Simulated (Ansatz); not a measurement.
# SiH4O (Si(OH)H3) at 6 levels

Wanted: a comparison of 6 runs (SVWN5/STO-3G, revPBE/STO-3G, wB97X/STO-3G, UMP2/STO-3G, CCSDT/STO-3G, CCSD/STO-3G) of SiH4O (Si(OH)H3). 

The calculation is run with Ansatz 0.2.0.

57 further runs of the same task are left out: 2 that didn't finish, 55 set aside as unsound or not needed.

### Step 1. The structure to begin with

SiH4O has 6 atoms, charge 0, and is taken as a singlet. As SMILES, `[H][Si]([H])([H])O`. The O2–Si1 distance was set to 2.438 Å, away from the relaxed value.

Bond lengths: O2–H3 0.953 Å, Si1–H4 1.464 Å, Si1–H5 1.464 Å, Si1–H6 1.453 Å. Angles: H4–Si1–H5 108.8°, H4–Si1–H6 112.9°, H5–Si1–H6 112.9°. A long bond or contact: Si1–O2 2.438 Å.

### Step 2. The energy at SVWN5/STO-3G (run 1)

job.yaml reads:

```yaml
crystal:
  periodic: [false, false, false]
  atoms:
    - symbol: Si
      position_ang: [-0.060140, -0.126500, -1.220425]
    - symbol: O
      position_ang: [-0.059540, -0.091910, 1.217130]
    - symbol: H
      position_ang: [0.327320, 0.620940, 1.717260]
    - symbol: H
      position_ang: [1.312950, -0.124300, -1.729365]
    - symbol: H
      position_ang: [-0.760580, 1.046850, -1.745705]
    - symbol: H
      position_ang: [-0.760800, -1.371200, -1.488945]
basis:
  gaussian: {orbitals: STO-3G}
hamiltonian: {xc: {name: SVWN5}}
accuracy: high
```

The run is started by

```sh
$ ansatz run job.yaml --threads 1 --pin off --max-ram 2610MiB --events-out events.jsonl --progress --plain --runs-dir runs
```

What it wrote:

```text
Warning: RAYON_NUM_THREADS=1 ignored (pool sized by the plan → 1); use --threads N
Functional definition: SVWN5
  name "SVWN5"
  exchange = slater_x
  correlation = vwn5_c
303 factors; integrals over basis functions are off by at most 3.8e-8 eV
mean field evaluation 1: about -9811.9871 eV, gradient 3.3e1 eV
mean field evaluation 2: about -9685.5003 eV, gradient 9.3e1 eV
mean field evaluation 4: about -9812.3367 eV, gradient 2.8e1 eV
mean field evaluation 8: about -9813.0433 eV, gradient 2.6e1 eV
mean field evaluation 16: about -9817.1978 eV, gradient 2.4e-7 eV
mean field -9817.19775784 eV, -360.7753632649 hartree, gradient 7.9e-9 eV, S^2 0.000000; 0 other end points of the search recorded, 0 dependent functions left out
reference -9817.19775975 eV, -360.7753633353 hartree; 13, 13 occupied and 5, 5 virtual orbitals, 303 factors
Total energy: -9817.19775975 eV, -360.7753633353 hartree
```

Wall time 0.71 s (1 thread of Intel Xeon Platinum 8488C (Sapphire Rapids), shared host).

### Step 3. The energy at revPBE/STO-3G (run 2)

in.yaml reads:

```yaml
crystal:
  periodic: [false, false, false]
  atoms:
    - {symbol: Si, position_ang: [-0.060140, -0.126500, -1.220425]}
    - {symbol: O, position_ang: [-0.059540, -0.091910, 1.217130]}
    - {symbol: H, position_ang: [0.327320, 0.620940, 1.717260]}
    - {symbol: H, position_ang: [1.312950, -0.124300, -1.729365]}
    - {symbol: H, position_ang: [-0.760580, 1.046850, -1.745705]}
    - {symbol: H, position_ang: [-0.760800, -1.371200, -1.488945]}
basis:
  gaussian:
    orbitals: STO-3G
hamiltonian:
  xc: {name: revPBE}
accuracy: high
```

The run is started by

```sh
$ ansatz run in.yaml --threads 1 --pin off --max-ram 2610MiB --events-out events.jsonl --progress --plain --runs-dir runs
```

What it wrote:

```text
Warning: RAYON_NUM_THREADS=1 ignored (pool sized by the plan → 1); use --threads N
Functional definition: revPBE
  name "revPBE"
  parameter kappa = 1.245
  parameter beta = 0.06672455060314922
  exchange = pbe_x(kappa = kappa, mu = beta*pi^2/3)
  correlation = pbe_c(beta = beta)
303 factors; integrals over basis functions are off by at most 3.8e-8 eV
mean field evaluation 1: about -9858.5308 eV, gradient 3.3e1 eV
mean field evaluation 2: about -9732.8883 eV, gradient 9.2e1 eV
mean field evaluation 4: about -9859.0451 eV, gradient 2.7e1 eV
mean field evaluation 8: about -9859.6355 eV, gradient 2.6e1 eV
mean field evaluation 16: about -9863.9476 eV, gradient 3.7e-7 eV
mean field -9863.94761778 eV, -362.4933889296 hartree, gradient 1.2e-8 eV, S^2 0.000000; 0 other end points of the search recorded, 0 dependent functions left out
reference -9863.94762023 eV, -362.4933890195 hartree; 13, 13 occupied and 5, 5 virtual orbitals, 303 factors
Total energy: -9863.94762023 eV, -362.4933890195 hartree
```

Run time: 0.81 s. Hardware: 1 thread of Intel Xeon Platinum 8488C (Sapphire Rapids), shared host.

### Step 4. The energy at wB97X/STO-3G (run 3)

job.yaml reads:

```yaml
crystal:
  periodic: [false, false, false]
  atoms:
    - {symbol: Si, position_ang: [-0.060140, -0.126500, -1.220425]}
    - {symbol: O, position_ang: [-0.059540, -0.091910, 1.217130]}
    - {symbol: H, position_ang: [0.327320, 0.620940, 1.717260]}
    - {symbol: H, position_ang: [1.312950, -0.124300, -1.729365]}
    - {symbol: H, position_ang: [-0.760580, 1.046850, -1.745705]}
    - {symbol: H, position_ang: [-0.760800, -1.371200, -1.488945]}
basis:
  gaussian:
    orbitals: STO-3G
hamiltonian:
  xc: {name: wB97X}
accuracy: high
```

The run is started by

```sh
$ ansatz run job.yaml --threads 1 --pin off --max-ram 2610MiB --events-out events.jsonl --progress --plain --runs-dir runs
```

What it wrote, shortened:

```text
Warning: RAYON_NUM_THREADS=1 ignored (pool sized by the plan → 1); use --threads N
Functional definition: wB97X
  name "wB97X"
[...]
      + exact_x_lr(omega)
[...]
      + integral(e_c_pw_opposite_spin*poly(b97_u_opposite, 1, cos1, cos2, cos3, cos4))
303 factors; integrals over basis functions are off by at most 3.8e-8 eV
146 factors; integrals over basis functions are off by at most 1.0e-9 eV
[...]
mean field -9864.97526427 eV, -362.5311542417 hartree, gradient 2.9e-8 eV, S^2 0.000000; 0 other end points of the search recorded, 0 dependent functions left out
reference -9864.97526246 eV, -362.5311541750 hartree; 13, 13 occupied and 5, 5 virtual orbitals, 303 factors
Total energy: -9864.97526246 eV, -362.5311541750 hartree
```

Run time: 3.9 s. Hardware: 1 thread of Intel Xeon Platinum 8488C (Sapphire Rapids), shared host; peak memory 0.28 GiB.

Runs 4 to 5 aren't shown in full; the table further down has their settings and results.

### Step 5. A single-point energy at CCSD/STO-3G (run 6)

Edit in.yaml of step 3 so:

```diff
@@ -1 +1,3 @@
+basis:
+  gaussian: {orbitals: STO-3G}
 crystal:
@@ -9,7 +11,4 @@
     - {symbol: H, position_ang: [-0.760800, -1.371200, -1.488945]}
-basis:
-  gaussian:
-    orbitals: STO-3G
-hamiltonian:
-  xc: {name: revPBE}
+correlation: {method: ccsd, frozen_orbitals: {H: 0, O: 1, Si: 5}}
 accuracy: high
+scf: {omitted_lower_state_checks: [cluster_reference, increment]}
```

The run is started by

```sh
$ ansatz run in.yaml --threads 1 --pin off --max-ram 2610MiB --events-out events.jsonl --progress --plain --runs-dir runs
```

What it wrote, shortened:

```text
Warning: RAYON_NUM_THREADS=1 ignored (pool sized by the plan → 1); use --threads N
Functional definition: HF
  name "HF"
[...]
303 factors; integrals over basis functions are off by at most 3.8e-8 eV
[...]
mean field -9839.39847992 eV, -361.5912247531 hartree, gradient 7.3e-9 eV, S^2 0.000000; 1 other end points of the search recorded, 0 dependent functions left out; unrestricted orbitals would lower it
6 core orbitals not correlated: weight in the atoms' cores, before any rotation towards them, 1.000 or more for the frozen orbitals, at most 0.000 for the correlated occupied ones
reference -9839.39847992 eV, -361.5912247531 hartree; 7, 7 occupied and 5, 5 virtual orbitals, 303 factors
second order -2.91822093 eV of doubles, -0.00000000 eV of singles
cycle   1  -3.50975987 eV  change   -8.8e-1 eV  update   1.2e-1
[...]
cycle  26  -4.39367458 eV  change  -4.6e-10 eV  update  3.1e-10
WARN: these amplitudes may be one of several solutions (largest doubles amplitude 0.39, level shift 2.15 eV)
Total energy: -9843.79215450 eV, -361.7526893159 hartree
Checks for a lower state left out: cluster_reference, increment
```

Wall time 0.16 s (1 thread of Intel Xeon Platinum 8488C (Sapphire Rapids), shared host).

### Step 6. The series

```tsv
run	level	frozen core orbitals	energy (Eh)	wall time
1	SVWN5/STO-3G	–	-360.775363	0.71 s
2	revPBE/STO-3G	–	-362.493389	0.81 s
3	wB97X/STO-3G	–	-362.531154	3.9 s
4	UMP2/STO-3G	6	-361.701574	0.3 s
5	CCSDT/STO-3G	6	-361.755605	0.36 s
6	CCSD/STO-3G	6	-361.752689	0.16 s
```

### Step 7. What came out

| quantity | value |
| --- | --- |
| run 6: total energy | -361.75269 Eh |
| run 6: correlation energy (6 core orbitals frozen) | -161.5 mEh |
| run 6: T1 diagnostic | 0.032 |

**Reading.** Totals of different functionals can't be ranked against each other. In run 6 the T1 diagnostic is large, so a single reference may not serve. In runs 5, 6 the log says that unrestricted orbitals would lower the reference, so the values rest on an unstable closed-shell determinant (other closed-shell runs at this shape may share the fault). In runs 1, 2, 3, 4, 5, 6 the basis is minimal, so the values are rough. Spin contamination of the reference: run 4 ⟨S²⟩ = 0.80. Where it is this large, the reference is a mixture of spin states, and values that rest on it are in doubt. All runs together took 6.3 s, the longest 3.9 s.
